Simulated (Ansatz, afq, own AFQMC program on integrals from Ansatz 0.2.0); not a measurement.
**HSBr, triplet: AFQMC among the cluster methods**

```yaml
atoms:
  - { symbol: Br, position_ang: [0.0000, 0.0000, -1.5943] }
  - { symbol: H, position_ang: [0.0000, 0.0000, 0.0307] }
  - { symbol: S, position_ang: [0.0000, 0.0000, 1.5637] }
```

Connectivity, by distances: Br ··· S, 1 bridging H.

Basis cc-pVTZ. Only valence electrons are correlated. Integrals, coupled cluster, full CI and functionals: Ansatz 0.2.0; the random walks run on the same integrals in our own AFQMC program. ph-AFQMC/CISD is guided by a CISD state made of CCSD amplitudes; releasing the constraint for a short imaginary time cuts its bias at the price of noise, slowly where states lie close. Error bars are statistical, one sigma. No spin–orbit coupling.

Determinant: UHF, the one that the program's search chose, which needn't be the lowest solution. The geometry is a point of a scan.

No full CI on the walks' own integrals is used here; CCSDT(Q) serves as the reference and is uncertain by about the last step of the cluster series.

Cautions: no relativity below Rb; no spin-orbit coupling; inner d shell frozen; lower spins were not checked; unrestricted determinant slightly spin contaminated (⟨S²⟩ 2.06 against 2.00).

The T1 diagnostic is 0.0156, the weight of the determinant in the CISD state is 0.851 and the ⟨S²⟩ of the determinant is 2.058. The size of the correlated space is 14 electrons in 72 orbitals.

| level | correlation energy (eV) |
| --- | --- |
| MP2 | -8.3256 |
| CCSD | -9.4444 |
| CCSD(T) | -9.8237 |

Task: Estimate where AFQMC with the constraint released lies against CCSD(T) on the same integrals.

Result: 39.0 ± 8.3 meV below CCSD(T).

Reference: CCSDT(Q), correlation energy -9.881 eV. The released energy is read at 2.40 1/Eh (meV from the phaseless value at times in 1/Eh: -10 ± 4 at 0.24, -11 ± 5 at 0.51, -18 ± 6 at 0.99, -13 ± 7 at 1.62, -1 ± 8 at 2.40).

```json
{"level": "CCSD(T)", "E − E(reference) (meV)": "57.5", "share of correlation (%)": "99.42"}
{"level": "CCSDT", "E − E(reference) (meV)": "17.4", "share of correlation (%)": "99.82"}
{"level": "ph-AFQMC/CISD", "E − E(reference) (meV)": "19.6 ± 4.7", "share of correlation (%)": "99.80"}
{"level": "released AFQMC", "E − E(reference) (meV)": "18.5 ± 8.3", "share of correlation (%)": "99.81"}
```

A walk keeps the symmetry of its determinant, which the program's search chose and which needn't be the lowest solution, so a lower state of the same spin and another symmetry isn't excluded. Released energies are given only where the last usable release times agree within the noise; a slower fall can still hide under it.
